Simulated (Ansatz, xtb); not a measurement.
**Isomers of CHLiS in order of energy**

3 gas-phase structures of CHLiS, found in a search over its isomers (lower ones may exist). Each was relaxed with GFN2-xTB:

A. a singlet given by its coordinates
B. a singlet given by its coordinates
C. `[Li][C]#[SH]`, a singlet

B (Å):

```yaml
atoms:
  - { symbol: C, position_ang: [0.0682, -0.9655, 0.6259] }
  - { symbol: Li, position_ang: [0.3678, -2.4752, 1.7590] }
  - { symbol: S, position_ang: [-1.2232, -1.8417, 0.0535] }
  - { symbol: H, position_ang: [0.1164, 0.0006, 0.1027] }
```

Close contacts (Å): C1–Li2 1.91, C1–S3 1.66, Li2–S3 2.42, C1–H4 1.10.

A (Å):

| atom | x (Å) | y (Å) | z (Å) |
| --- | --- | --- | --- |
| C | -0.7568 | 0.4103 | 0.1683 |
| Li | 1.2707 | -0.7127 | -0.4379 |
| S | -0.8407 | -1.2271 | -0.1207 |
| H | 0.3409 | 0.7938 | 0.0240 |

Close contacts (Å): C1–Li2 2.40, C1–S3 1.66, Li2–S3 2.20, C1–H4 1.17, Li2–H4 1.83.

Problem. Which do you expect lowest at r2SCAN-D4/def2-SVP, and how would the others follow?

Solution. Calculated order at r2SCAN-D4/def2-SVP: B (0.0), A (99.8), C (219.3) kJ/mol.

Energies above the lowest of each column, in kJ/mol; the last columns are at PBE0-D3(BJ)/def2-SVP geometries and were run for some of them only (a dash: not run or not comparable):

```json
{"structure": "B", "GFN2-xTB": "0.0", "HF/STO-3G": "0.0", "r2SCAN-D4/def2-SVP": "0.0", "PBE0-D3(BJ)/def2-SVP": "0.0", "CCSD(T)/def2-TZVPP": "0.0"}
{"structure": "A", "GFN2-xTB": "78.3", "HF/STO-3G": "150.7", "r2SCAN-D4/def2-SVP": "99.8", "PBE0-D3(BJ)/def2-SVP": "106.9", "CCSD(T)/def2-TZVPP": "94.0"}
{"structure": "C", "GFN2-xTB": "202.9", "HF/STO-3G": "384.2", "r2SCAN-D4/def2-SVP": "219.3", "PBE0-D3(BJ)/def2-SVP": "–", "CCSD(T)/def2-TZVPP": "–"}
```

Every level run on B puts it lowest or level with the lowest. Frequencies (PBE0-D3(BJ)/def2-SVP) were run for A, B alone. Large T1 diagnostics make some coupled-cluster values less sure.

Programs: Ansatz 0.2.0, xtb 6.7.1.
